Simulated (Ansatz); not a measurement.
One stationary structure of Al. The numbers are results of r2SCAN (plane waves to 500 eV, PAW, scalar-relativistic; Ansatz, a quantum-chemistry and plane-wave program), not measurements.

```cif
data_Al
_chemical_formula_sum 'Al1'
_space_group_name_H-M_alt 'P 1'
_space_group_IT_number 1
_cell_length_a 2.82236
_cell_length_b 2.82236
_cell_length_c 2.82236
_cell_angle_alpha 60.000
_cell_angle_beta 60.000
_cell_angle_gamma 60.000
loop_
_space_group_symop_operation_xyz
  'x, y, z'
loop_
_atom_site_label
_atom_site_type_symbol
_atom_site_fract_x
_atom_site_fract_y
_atom_site_fract_z
_atom_site_occupancy
Al1 Al 0.00000 0.00000 0.00000 1
```

Q: Find the space group and the Wyckoff positions (tolerance 0.01 Å).

A: Space group Fm-3m (No. 225); a = b = c = 3.9914 Å, α = β = γ = 90.00°

```tsv
atom	site	symmetry	x	y	z
Al	4a	m-3m	0.0000	0.0000	0.0000
```

This is the fcc (Cu type).

Q: Give the shortest distances between elements (the closest pairs, up to four, under 3.6 Å).

A: Al–Al 2.82 Å.

The volume per atom is 15.90 Å³. The density is 2.82 g/cm³ and the band gap is zero (metallic).

No spin polarisation in the result.

Measured for Al: a 4.018 Å (static lattice; corrected from measurement; as listed in Daniel Mejia-Rodriguez, S. B. Trickey, Phys. Rev. B (2018)). Computed minus measured — a: r2SCAN -0.7 %. The computed values are for a static lattice.

The run could not lose the symmetry of its start.

It was reached from a disturbed copy of a P6/mmm (No. 191) cell, against which it lies -0.14 eV/atom.
